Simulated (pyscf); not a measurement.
Single points on ωB97X-D3(BJ)/def2-SVP structures (PySCF, gas phase). Correlated levels are frozen-core, on RHF or UHF. ΔMP2 is the change of the MP2 total energy from the triple- to the quadruple-zeta basis.

**Question.** PBE/def2-TZVP puts the barrier of NH₂• + NH₂• → •HN–NH₂ + H• (substitution at N; triplet surface; H–N broken, N–N formed) at 17.6 kcal/mol and the reaction energy at +6.6 kcal/mol, from the separated reactants. What do PBE0-D3(BJ)/def2-TZVP, ωB97M-D3(BJ)/def2-TZVP, CCSD(T)/def2-TZVPP + ΔMP2(QZVPP) give on the same structures?

**Answer.** PBE0-D3(BJ): ΔE‡ = 29.2 kcal/mol, ΔE = +11.0 kcal/mol; ωB97M-D3(BJ): ΔE‡ = 35.5 kcal/mol, ΔE = +13.5 kcal/mol; CCSD(T): ΔE‡ = 37.5 kcal/mol, ΔE = +17.8 kcal/mol. PBE's barrier lies under all of them, by 11.6 to 19.9 kcal/mol. Its reaction energy lies under all of them, by 4.5 to 11.2 kcal/mol. Low barriers are usual for a GGA, whose delocalisation error favours stretched bonds. NH₂• + NH₂• also meet on a surface of lower spin, which isn't treated here. •HN–NH₂ + H• also meet on a surface of lower spin, which isn't treated here. One saddle was located; it need not be the lowest between these sides. The angle at the attacked N is 158°. The CCSD(T) − MP2 part came from Ansatz, without density fitting, on the same reference.
